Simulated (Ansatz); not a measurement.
# One shape, several levels: SiNH2Cl (SMILES N[Si]Cl)

We compute a comparison of 6 runs (UHF/STO-3G, B3LYP/STO-3G, BLYP/STO-3G, UPBE0/STO-3G, BCCD(T)/STO-3G, CCSDT/STO-3G) of SiNH2Cl. 

Program for the calculation: Ansatz 0.2.0.

66 further runs of the same task are left out: 66 set aside as unsound or not needed.

## Step 1: Starting point

The species is SiNH2Cl (5 atoms), meant as a singlet with charge 0. As SMILES, `N[Si]Cl`. The H4–N1 distance was set to 2.523 Å, away from the relaxed value. At this shape a bond of the SMILES string is far longer than usual.

Bond lengths: N1–Si2 1.701 Å, Si2–Cl3 2.104 Å, N1–H5 1.010 Å. Angles: N1–Si2–Cl3 98.2°, Si2–N1–H5 126.0°.

## Step 2: A single-point energy at UHF/STO-3G (run 1)

input.yaml reads:

```yaml
crystal:
  periodic: [false, false, false]
  atoms:
    - {symbol: "N", position_ang: [0.339459, -0.849426, -0.243650]}
    - {symbol: Si, position_ang: [0.371459, -1.774626, 1.182850]}
    - {symbol: Cl, position_ang: [1.136659, -3.557326, 0.367550]}
    - {symbol: H, position_ang: [-0.473300, 1.538600, -0.227400]}
    - {symbol: H, position_ang: [0.626259, -1.162226, -1.159750]}
basis:
  gaussian: {orbitals: STO-3G}
magnetization: {spin_polarized: true}
hamiltonian: {xc: hf}
accuracy: high
```

On the command line:

```bash
$ ansatz run input.yaml --threads 1 --pin off --max-ram 2610MiB --events-out events.jsonl --progress --plain --runs-dir runs
```

Log:

```text
Warning: RAYON_NUM_THREADS=1 ignored (pool sized by the plan → 1); use --threads N
Functional definition: HF
  name "HF"
  exchange = exact_x
  correlation = 0
453 factors; integrals over basis functions are off by at most 1.1e-8 eV
mean field evaluation 1: about -21622.0853 eV, gradient 1.9e1 eV
mean field evaluation 2: about -21622.1487 eV, gradient 1.9e1 eV
mean field evaluation 4: about -21626.2294 eV, gradient 1.9e0 eV
mean field evaluation 8: about -21626.3708 eV, gradient 4.0e-3 eV
mean field evaluation 16: about -21626.3674 eV, gradient 1.4e-3 eV
mean field evaluation 32: about -21627.3806 eV, gradient 6.3e0 eV
mean field evaluation 64: about -21631.6248 eV, gradient 1.3e-1 eV
mean field evaluation 96: about -21631.6550 eV, gradient 2.3e-1 eV
mean field evaluation 128: about -21630.8615 eV, gradient 3.5e0 eV
mean field evaluation 160: about -21630.3266 eV, gradient 2.0e0 eV
mean field evaluation 192: about -21631.2644 eV, gradient 3.8e0 eV
mean field evaluation 224: about -21628.1670 eV, gradient 2.0e0 eV
mean field evaluation 256: about -21625.7835 eV, gradient 6.9e0 eV
mean field evaluation 288: about -21619.9523 eV, gradient 1.2e1 eV
mean field -21631.68037667 eV, -794.9495913632 hartree, gradient 2.6e-8 eV, S^2 1.001724; 9 other end points of the search recorded, 0 dependent functions left out
reference -21631.68037667 eV, -794.9495913632 hartree; 20, 20 occupied and 5, 5 virtual orbitals, 453 factors
Total energy: -21631.68037667 eV, -794.9495913632 hartree
```

Wall time 1.2 s (1 thread of Arm Neoverse V1, shared host).

## Step 3: A single-point energy at B3LYP/STO-3G (run 2)

in.yaml reads:

```yaml
basis:
  gaussian: {orbitals: STO-3G}
crystal:
  periodic: [false, false, false]
  atoms:
    - {symbol: N, position_ang: [0.339459, -0.849426, -0.243650]}
    - {symbol: Si, position_ang: [0.371459, -1.774626, 1.182850]}
    - {symbol: Cl, position_ang: [1.136659, -3.557326, 0.367550]}
    - {symbol: H, position_ang: [-0.473300, 1.538600, -0.227400]}
    - {symbol: H, position_ang: [0.626259, -1.162226, -1.159750]}
accuracy: high
hamiltonian: {xc: {name: B3LYP}}
```

On the command line:

```bash
$ ansatz run in.yaml --threads 1 --pin off --max-ram 2610MiB --events-out events.jsonl --progress --plain --runs-dir runs
```

Log:

```text
Warning: RAYON_NUM_THREADS=1 ignored (pool sized by the plan → 1); use --threads N
Functional definition: B3LYP
  name "B3LYP"
  parameter a0 = 0.2
  parameter ax = 0.72
  parameter ac = 0.81
  exchange = (1 - a0 - ax)*slater_x + ax*b88_x + a0*exact_x
  correlation = (1 - ac)*vwn_rpa_c + ac*lyp_c
453 factors; integrals over basis functions are off by at most 1.1e-8 eV
mean field evaluation 1: about -21659.6926 eV, gradient 4.3e1 eV
mean field evaluation 2: about -21604.9172 eV, gradient 1.3e2 eV
mean field evaluation 4: about -21658.0134 eV, gradient 3.3e1 eV
mean field evaluation 8: about -21662.6216 eV, gradient 2.6e1 eV
mean field evaluation 16: about -21668.6398 eV, gradient 2.3e-3 eV
mean field -21668.63978521 eV, -796.3078245747 hartree, gradient 3.4e-8 eV, S^2 0.000000; 0 other end points of the search recorded, 0 dependent functions left out
reference -21668.63981594 eV, -796.3078257041 hartree; 20, 20 occupied and 5, 5 virtual orbitals, 453 factors
Total energy: -21668.63981594 eV, -796.3078257041 hartree
```

Wall time 1.9 s (1 thread of Arm Neoverse V1, shared host); peak memory 0.1 GiB.

Runs 3 to 5 aren't shown in full; the table further down has their settings and results.

## Step 4: A single-point energy at CCSDT/STO-3G (run 6)

input.yaml, as its differences from that of step 2:

```diff
@@ -10,4 +10,5 @@
   gaussian: {orbitals: STO-3G}
-magnetization: {spin_polarized: true}
-hamiltonian: {xc: hf}
+magnetization: {spin_polarized: false, initial_magnetization: 0}
+correlation: {method: ccsdt, frozen_orbitals: {Cl: 5, H: 0, "N": 1, Si: 5}}
 accuracy: high
+scf: {omitted_lower_state_checks: [cluster_reference, increment]}
```

On the command line:

```bash
$ ansatz run input.yaml --threads 1 --pin off --max-ram 2610MiB --events-out events.jsonl --progress --plain --runs-dir runs
```

Log:

```text
Warning: RAYON_NUM_THREADS=1 ignored (pool sized by the plan → 1); use --threads N
[... 12 lines left out ...]
11 core orbitals not correlated: weight in the atoms' cores, before any rotation towards them, 1.000 or more for the frozen orbitals, at most 0.000 for the correlated occupied ones
[... 53 lines left out ...]
WARN: these amplitudes may be one of several solutions (largest doubles amplitude 0.70, level shift 10.51 eV)
Total energy: -21634.32199481 eV, -795.0466690393 hartree
Checks for a lower state left out: cluster_reference, increment
```

It took 0.73 s on 1 thread of Arm Neoverse V1, shared host.

## Step 5: Overview of the runs

| run | level | frozen core orbitals | energy (Eh) | wall time |
| --- | --- | --- | --- | --- |
| 1 | UHF/STO-3G | – | -794.949591 | 1.2 s |
| 2 | B3LYP/STO-3G | – | -796.307826 | 1.9 s |
| 3 | BLYP/STO-3G | – | -796.233098 | 2.4 s |
| 4 | UPBE0/STO-3G | – | -796.058906 | 6.6 s |
| 5 | BCCD(T)/STO-3G | 11 | -795.047870 | 0.36 s |
| 6 | CCSDT/STO-3G | 11 | -795.046669 | 0.73 s |

## Step 6: Summary of results

| quantity | value |
| --- | --- |
| run 6: total energy | -795.04667 Eh |
| run 6: correlation energy (11 core orbitals frozen) | -292.3 mEh |
| run 6: T1 diagnostic | 0.028 |

What this shows: Below the UHF energy at the same shape and in the same basis (STO-3G): BCCD(T) -98.3 mEh; CCSDT -97.1 mEh. Some of these start from another determinant than that one, so these aren't their correlation energies. Totals of different functionals can't be ranked against each other. In runs 5, 6 the log says that unrestricted orbitals would lower the reference, so the values rest on an unstable closed-shell determinant (other closed-shell runs at this shape may share the fault). In runs 1, 2, 3, 4, 5, 6 the basis is minimal, so the values are rough. In runs 2, 3 a closed-shell determinant meets a far-stretched bond, which it describes badly. Spin contamination of the reference: run 1 ⟨S²⟩ = 1.00, run 4 ⟨S²⟩ = 0.95. Where it is this large, the reference is a mixture of spin states, and values that rest on it are in doubt. All runs together took 13 s, the longest 6.6 s.
